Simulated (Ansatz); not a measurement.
Input for Ansatz (development build ahead of 0.2.0):

```yaml
crystal:
  periodic: [false, false, false]
  atoms:
    - { symbol: Mg, position_ang: [0.0, 0.0, -0.64314] }
    - { symbol: O, position_ang: [0.0, 0.0, 0.96471] }
basis:
  gaussian: { orbitals: cc-pVTZ }
hamiltonian:
  xc: hf
correlation:
  method: mp2
  frozen_orbitals: { Mg: 1, O: 1 }
```

The input is written out in the form of the current development build from the run's settings.

Results

```json
{
  "Converged": "yes",
  "Reference energy": "-274.36745 hartree",
  "Correlation energy": "-0.34200 hartree",
  "Total energy": "-274.70945 hartree",
  "Spin squared of the determinant": "0.000"
}
```

Caution: in another basis set an unrestricted determinant lies well below.
